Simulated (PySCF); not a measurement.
N2, SMILES N#N (connectivity only; charge and spin as stated), charge +1, multiplicity 2.

Coordinates come from a B3LYP-D3(BJ)/def2-TZVPD optimisation.

All values below come from r2SCAN/def2-TZVPD in PySCF.

```yaml
total_energy: -108.94033 hartree
point_group: D∞h
"α spin, highest occupied and lowest empty level": -23.15 and -13.01 eV
"β spin, highest occupied and lowest empty level": -22.81 and -20.36 eV
dipole_moment_about_the_centre_of_nuclear_charge: 0.00 D
mean_static_polarisability: 13.4 bohr³ (1.99 Å³)
polarisability_principal_values: 10.3, 10.3, 19.7 bohr³
"⟨S²⟩": 0.755 (pure state 0.75)
```
